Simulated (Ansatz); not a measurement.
```yaml
crystal:
  periodic: [false, false, false]
  atoms:
    - {symbol: Ta, position_ang: [0.000000, 0.000000, 0.000000]}
    - {symbol: Ge, position_ang: [0.000000, 0.000000, 2.650000]}
basis:
  gaussian: {orbitals: def2-TZVP}
magnetization: {spin_polarized: true, initial_magnetization: 1}
hamiltonian: {xc: pbe0}
relax: {f_tol: 0.004, max_steps: 80}
```

```sh
$ ansatz run in.yaml --threads 1 --pin off --events-out ev --progress --plain --max-ram 2176MiB
```

Steps of the relaxation (energy above the last step; positions in Å, forces in eV/Å):

```
2
step 1, 181.1 meV
Ta    0.000    0.000    0.000    0.000    0.000    1.410
Ge    0.000    0.000    2.650    0.000    0.000   -1.410
```

```
2
step 2, 2.0 meV
Ta    0.000    0.000    0.103    0.000    0.000    0.182
Ge    0.000    0.000    2.547    0.000    0.000   -0.182
```

```
2
step 3, 0.2 meV
Ta    0.000    0.000    0.118    0.000    0.000   -0.057
Ge    0.000    0.000    2.532    0.000    0.000    0.057
```

```
2
step 4, 0.0 meV
Ta    0.000    0.000    0.114    0.000    0.000   -0.002
Ge    0.000    0.000    2.536    0.000    0.000    0.002
```

Close pairs at the end: Ta1–Ge2 2.421 Å.

A stationary point of unrestricted PBE0 after 4 steps, with ⟨S²⟩ = 2.035 against 0.75 for a pure state. 3.5 min on 1 thread of Intel Xeon Platinum 8488C, shared host.
